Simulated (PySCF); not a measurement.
Mapped SMILES: `[CH3:1][CH2:2][O:3][CH:4]=[O:5]`; H(Xn) means a hydrogen on atom n.

Geometry: PBE0-D3(BJ)/def2-SVP; GIAO shifts from PySCF 2.14, gas phase, non-relativistic, averaged over equivalent atoms.

At PBE0/pcSseg-1 (115 basis functions, 6.1 s wall time on 1 thread of an Arm Neoverse V2, shared host):
| atoms | δ (ppm) |
| --- | --- |
| C4 | 164.2 |
| C2 | 60.7 |
| C1 | 15.1 |
| O5 | 454.0 |
| O3 | 225.8 |
| H(C4) | 7.81 |
| H(C2) | 3.92 |
| H(C1) | 1.33 |

Referencing at the same level of theory: TMS for ¹³C (σref 184.41) and ¹H (σref 31.27); ¹⁷O (σref 334.56) against H2O.

**Question.** Predict the values at KT2/pcSseg-2 on the same geometry.

**Answer.** 
| atoms | δ at KT2/pcSseg-2 | change |
| --- | --- | --- |
| C4 | 157.0 | -7.2 |
| C2 | 62.8 | +2.1 |
| C1 | 15.1 | +0.0 |
| O5 | 409.3 | -44.7 |
| O3 | 230.1 | +4.3 |
| H(C4) | 8.08 | +0.27 |
| H(C2) | 4.10 | +0.18 |
| H(C1) | 1.25 | -0.08 |

δ = σ(ref) − σ, references computed at the same level: TMS for ¹³C (σ = 182.28 ppm), ¹H (σ = 31.18 ppm); H2O for ¹⁷O (σ = 324.36 ppm).

The largest change is at O5 (ester carbonyl oxygen). Cost: 264 basis functions, 29 s wall time on 1 thread of an Arm Neoverse V2, shared host. The order of the carbon signals is the same at both levels.

Unscaled 17O shifts of doubly bonded oxygen tend to come out too high, by tens of ppm or more. Experimental scales use liquid or dissolved standards, which lie at an offset from isolated H2O (liquid H2O: subtract about 36 ppm).
